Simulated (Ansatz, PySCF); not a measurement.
Process, species as SMILES: [Na][Cl] -> Na atom + Cl atom (the Cl-Na bond breaks)

Quantity: bond dissociation energy (enthalpy at 298 K), in kcal/mol. Terms: LANL2DZ with its own core potentials from Na on; UHF or UKS for open shells; valence correlation only; 6-311+G** with 5d, 6d on Na to Ar in Ansatz (an electronic-structure program); spin-orbit terms left out; non-relativistic; six Cartesian d functions in 6-31G* and its kin unless marked 5d. CBS marks a two-point X^-3 extrapolation of the correlation energy; Hartree-Fock from the larger set. First-principles rows: single points at B3LYP-D3(BJ) geometries (Ansatz), with unscaled harmonic terms from B3LYP/6-31G* at its own minima.

Coupled cluster (Ansatz) is a level with limits of its own, used here on species with T1 under 0.025 (0.045 for open shells) and stable references: CCSD(T)/CBS(def2-TZVPPD,def2-QZVPPD).

Value to compare with, CCSD(T)/CBS(def2-TZVPPD,def2-QZVPPD) (Ansatz): 99.7 kcal/mol.

```csv
level,program,bond dissociation energy (enthalpy at 298 K) (kcal/mol),difference
HF/LANL2DZ,Ansatz,66.9,-32.8
HF/6-311+G**,Ansatz,70.8,-28.9
BP86/def2-SVP,PySCF,93.6,-6.1
B3LYP/STO-3G,Ansatz,200.0,100.3
B3LYP/LANL2DZ,Ansatz,89.5,-10.2
B3LYP/6-31G*,Ansatz,90.6,-9.1
B3LYP/6-31+G*,Ansatz,91.9,-7.8
B3LYP/6-311+G**,Ansatz,92.4,-7.3
MP2/LANL2DZ,Ansatz,76.6,-23.1
MP2/6-311+G**,Ansatz,91.2,-8.5
B3LYP-D3(BJ)/def2-TZVPD,Ansatz + dftd3,94.0,-5.7
wB97M-V/def2-TZVPD,Ansatz,98.4,-1.3
B2PLYP-D3(BJ)/def2-TZVPD,Ansatz + dftd3,95.1,-4.6
```

Among the 10 habitual levels, B3LYP/STO-3G lies farthest from CCSD(T)/CBS(def2-TZVPPD,def2-QZVPPD) (Ansatz) (100.3 kcal/mol) and BP86/def2-SVP nearest (-6.1); 1 of 10 lie above it, and their mean absolute difference is 23.4 kcal/mol, the median 9.6. One case shows no general order.

The levels are drawn from those run, B3LYP/6-31G* more often than the rest, none by its result; runs whose electronic state is in doubt are left out.
